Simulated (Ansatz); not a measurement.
**CH₂OS: functionals against CCSD(T) at one geometry**

Aim: energy, forces and dipole at a structure displaced at random from a GFN2-xTB minimum, from CCSD(T) and from density functionals.

The runs use Ansatz 0.2.0, Gaussian basis; single points in def2-TZVPP.

Correlated methods freeze the cores.

## (1) Where the work starts

SMILES `OC=S`, 5 atoms, charge 0, spin multiplicity 1.

Atoms are counted from 1 here; the program's logs count them from 0.

Bond lengths: O1–C2 1.364 Å, O1–H4 0.945 Å, C2–S3 1.610 Å, C2–H5 1.039 Å. Angles: C2–O1–H4 113.6°, O1–C2–S3 120.0°, O1–C2–H5 115.1°, S3–C2–H5 124.8°.

Coordinates:

```
O    -0.9186   -0.3976   -0.0415
C     0.3597    0.0518    0.1168
S     1.2874   -0.5547    1.2843
H    -1.3770    0.0123   -0.7584
H     0.6378    0.8241   -0.5194
```

## (2) CCSD(T)/def2-TZVPP

The input, run/in.yaml:

```yaml
crystal:
  periodic: [false, false, false]
  atoms:
    - {symbol: O, position_ang: [-0.918600, -0.397600, -0.041500]}
    - {symbol: C, position_ang: [0.359700, 0.051800, 0.116800]}
    - {symbol: S, position_ang: [1.287400, -0.554700, 1.284300]}
    - {symbol: H, position_ang: [-1.377000, 0.012300, -0.758400]}
    - {symbol: H, position_ang: [0.637800, 0.824100, -0.519400]}
basis:
  gaussian: {orbitals: def2-TZVPP}
correlation: {method: ccsd_t}
output: {forces: true}
```

No record of the launch command was kept for these runs.

## (3) PBE0-D4/def2-TZVPP

run/in.yaml: that of step 2 with these lines changed.

```diff
@@ -10,3 +10,3 @@
   gaussian: {orbitals: def2-TZVPP}
-correlation: {method: ccsd_t}
-output: {forces: true}
+hamiltonian: {xc: pbe0, dispersion: d4}
+output: {forces: true, orbitals: {seedname: orbitals}}
```

## (4) wB97M-V/def2-TZVPP

run/in.yaml: that of step 3 with these lines changed.

```diff
@@ -10,3 +10,3 @@
   gaussian: {orbitals: def2-TZVPP}
-hamiltonian: {xc: pbe0, dispersion: d4}
-output: {forces: true, orbitals: {seedname: orbitals}}
+hamiltonian: {xc: {name: wB97M-V}}
+output: {forces: true}
```

## (5) r2SCAN-D4/def2-TZVPP

run/in.yaml: that of step 4 with these lines changed.

```diff
@@ -10,3 +10,3 @@
   gaussian: {orbitals: def2-TZVPP}
-hamiltonian: {xc: {name: wB97M-V}}
+hamiltonian: {xc: r2scan, dispersion: d4}
 output: {forces: true}
```

## (6) PBE-D4/def2-TZVPP

run/in.yaml: that of step 5 with these lines changed.

```diff
@@ -10,3 +10,3 @@
   gaussian: {orbitals: def2-TZVPP}
-hamiltonian: {xc: r2scan, dispersion: d4}
+hamiltonian: {xc: pbe, dispersion: d4}
 output: {forces: true}
```

## (7) revPBE-D4/def2-TZVPP

run/in.yaml: that of step 6 with these lines changed.

```diff
@@ -10,3 +10,3 @@
   gaussian: {orbitals: def2-TZVPP}
-hamiltonian: {xc: pbe, dispersion: d4}
+hamiltonian: {xc: {name: revPBE}, dispersion: d4}
 output: {forces: true}
```

## (8) BLYP-D4/def2-TZVPP

run/in.yaml: that of step 7 with these lines changed.

```diff
@@ -10,3 +10,3 @@
   gaussian: {orbitals: def2-TZVPP}
-hamiltonian: {xc: {name: revPBE}, dispersion: d4}
+hamiltonian: {xc: {name: BLYP}, dispersion: d4}
 output: {forces: true}
```

(Steps that only read results are left out.)

What does the calculation give? Wanted: energy less free atoms, CCSD(T)/def2-TZVPP; RMS force component; RMS force error; HOMO and LUMO, PBE0-D4; T1 diagnostic.

As calculated:

| quantity | value |
| --- | --- |
| energy less free atoms, CCSD(T)/def2-TZVPP | -18.273 eV |
| RMS force component | 0.928 to 1.105 eV/Å over the methods |
| RMS force error | PBE0-D4 0.281, wB97M-V 0.231, r2SCAN-D4 0.148, PBE-D4 0.230, revPBE-D4 0.236, BLYP-D4 0.248 eV/Å |
| HOMO and LUMO, PBE0-D4 | -6.80 and -1.78 eV |
| T1 diagnostic | 0.018 |

In words: Against CCSD(T) the functionals' energies less atoms differ by -1.507 to -0.711 eV, PBE-D4 by -1.507 eV. CCSD(T) in triple zeta still lacks some correlation energy of the bonds, so part of these gaps is its own basis error and they don't rank the functionals. On forces the order runs from r2SCAN-D4 to PBE0-D4. Frozen-core CCSD(T) forces in triple zeta carry basis errors of their own, and this is one geometry, so small gaps rank nothing. The restricted Hartree–Fock reference is unstable towards an unrestricted one at one or more of these structures.
